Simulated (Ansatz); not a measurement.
# SiH2O (singlet): the correlation ladder at distance Si1–O2 = 1.508 Å, cc-pVDZ

One table from this session's results is given with a row withheld; the runs are named, their logs left out.

The runs use Ansatz 0.2.0, Gaussian basis; cc-pVDZ, core rule «outside noble gas», up to 6 orbitals frozen.

The runs, in order: UHF; CCSD(T) on RHF; CCSD(T) on UHF; BCCD(T) on RHF; CISD; CCSDT(Q) on RHF; CCSDT(Q) on UHF; CCSDTQ on RHF; CASSCF and MRCISD+Q, 2 electrons in 2 orbitals; CASSCF and NEVPT2, 2 electrons in 2 orbitals.

8 further runs of the same task are left out: 8 for a known fault of the program. Runs told in other sessions of the task aren't counted.

## The system

The geometry derives from a PBE0/def2-TZVP stationary point (not a proven minimum). One bond is set to the value named and the two fragments are kept rigid.

4 atoms, charge 0, spin multiplicity 1.

Atoms are counted from 1 here; the program's logs count them from 0.

Bond lengths: Si1–O2 1.508 Å, Si1–H3 1.532 Å, O2–H4 0.961 Å. Angles: O2–Si1–H3 94.4°, Si1–O2–H4 114.2°.

As a file:

```mol
H2OSi
  3D, bonds by distance, orders not assigned

  4  3  0  0  0  0  0  0  0  0999 V2000
    0.0000   -0.1092    0.5518 Si  0  0
    0.0000    0.1461   -0.9344 O   0  0
    0.0000    1.3759    0.9263 H   0  0
    0.0000   -0.6514   -1.4703 H   0  0
  1  2  8  0
  1  3  8  0
  2  4  8  0
M  END
```

Set-up of the first run:

File in.yaml:

```yaml
crystal:
  periodic: [false, false, false]
  atoms:
    - {symbol: Si, position_ang: [0.000000, -0.109237, 0.551822]}
    - {symbol: O, position_ang: [0.000000, 0.146113, -0.934402]}
    - {symbol: H, position_ang: [0.000000, 1.375904, 0.926331]}
    - {symbol: H, position_ang: [0.000000, -0.651406, -1.470336]}
basis:
  gaussian: {orbitals: cc-pVDZ}
magnetization: {spin_polarized: true, initial_magnetization: 0}
hamiltonian: {xc: hf}
output: {orbitals: {seedname: orbitals}}
```

The run is started by

```sh
ansatz run in.yaml --threads 1 --pin off --events-out ev --progress --plain --max-ram 2816MiB --backend cpu
```

Steps of the session up to this table: UHF; CCSD(T) on RHF; CCSD(T) on UHF; BCCD(T) on RHF; CISD; CCSDT(Q) on RHF; CCSDT(Q) on UHF; CCSDTQ on RHF; CASSCF and MRCISD+Q, 2 electrons in 2 orbitals; CASSCF and NEVPT2, 2 electrons in 2 orbitals.

One table of the session follows, with a row left open; its other results are not shown here.

| method | from RCCSDTQ (meV) |
| --- | --- |
| RHF | +8241.0 |
| UHF | +8239.3 |
| RMP2 | +861.4 |
| CISD | +857.1 |
| RCCSD | ? |
| RCCSD(T) | +34.2 |
| BCCD(T) | +32.1 |
| RCCSDT | +18.7 |
| RCCSDT(Q) | -1.5 |
| RCCSDTQ | 0 |
| CASSCF pair | +7734.3 |
| NEVPT2 pair | +856.6 |
| MRCISD pair | +724.5 |
| MRCISD+Q pair | +120.4 |

**Question.** Estimate the row for RCCSD.

**Answer.** from RCCSDTQ (meV): +214.9. In the column «from RCCSDTQ (meV)» it lies between MRCISD+Q pair (+120.4) and MRCISD pair (+724.5).
